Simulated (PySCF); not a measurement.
# SH: from the state search to spectroscopic constants

What are the lowest state that PBE0 finds, the bond length, vibrational wavenumber and bond energy of SH, and how much do these hang on the method?

The runs use PySCF 2.14.0; H x2c-TZVPPall, S x2c-TZVPPall, spin-free X2C with a Gaussian nucleus.

## (1) The job

Settings of the job:

| Quantity | Value |
| --- | --- |
| atoms | H, S |
| charge | 0 |
| basis | H x2c-TZVPPall, S x2c-TZVPPall |
| Hamiltonian | spin-free X2C with a Gaussian nucleus |
| basis functions | 56 |
| electrons treated | 17 |
| masses in u | 1.0078, 31.9721 |
| levels | PBE0, PBE, r²SCAN, LDA, TPSS, r²SCAN0, B3LYP, CAM-B3LYP, HF, MP2, SCS-MP2, CCSD, CCSD(T) |
| grid | 80 radial by 434 angular points |
| occupations | held fixed by the projection of orbital angular momentum |
| dissociation limit | H + S, each in its ground configuration |
| starting distance in angstrom | 1.305 |
| values of 2S to try | 1, 3 |

Command:

```console
OMP_NUM_THREADS=1 python dia.py task.json out
```

After this run come: The PBE0 curve of the state that the search chose; Higher solutions at PBE0; PBE (GGA); r²SCAN (meta-GGA); LDA (local density); TPSS (meta-GGA); r²SCAN0 (hybrid meta-GGA); B3LYP; CAM-B3LYP; UHF (mean field); Correlated methods on the Hartree–Fock reference.

What does the calculation give? Wanted: for each run, Re; ωe; De; μ.

As calculated:

Lowest PBE0 solution found, without spin–orbit coupling: ²Π (doublet), unpaired electrons π ↑. The other levels ran on it alone.

```
      level  Re (Å)  ωe (cm⁻¹)  De (eV)  μ (D)
        UHF   1.330       2835     2.63  -0.89
    UHF-MP2   1.335       2773     3.58    n/a
UHF-SCS-MP2   1.336       2757     3.66    n/a
   UHF-CCSD   1.339       2719     3.63    n/a
UHF-CCSD(T)   1.341       2700     3.67    n/a
        LDA   1.358       2603     4.31  -0.87
        PBE   1.357       2607     3.80  -0.82
       TPSS   1.350       2637     3.86  -0.82
     r²SCAN   1.345       2684     3.83  -0.86
      B3LYP   1.346       2660     3.81  -0.82
       PBE0   1.345       2702     3.75  -0.85
    r²SCAN0   1.338       2744     3.77  -0.87
  CAM-B3LYP   1.342       2707     3.80  -0.85
```

De is counted to H + S in their ground configurations. A positive dipole means H(−)S(+).

Differences from CCSD(T) in the same basis:

```
      level  Re (mÅ)  ωe (%)
        UHF      -11    +5.0
    UHF-MP2       -6    +2.7
UHF-SCS-MP2       -5    +2.1
   UHF-CCSD       -2    +0.7
        LDA      +17    -3.6
        PBE      +15    -3.5
       TPSS       +9    -2.3
     r²SCAN       +4    -0.6
      B3LYP       +5    -1.5
       PBE0       +4    +0.1
    r²SCAN0       -3    +1.6
  CAM-B3LYP       +1    +0.3
```

In words: Judged by CCSD(T) in the same basis: best bond length CAM-B3LYP (+1 mÅ), worst LDA (+17 mÅ); best wavenumber PBE0 (+0.1 %), worst UHF (+5.0 %). Hartree–Fock falls on the short and stiff side, its usual fault. PBE gives a bond that is too long and too soft, as GGAs tend to. Among the levels with a De in the table, it runs from 2.63 eV (UHF) to 4.31 eV (LDA).

Correlated steps freeze 5 core orbitals.
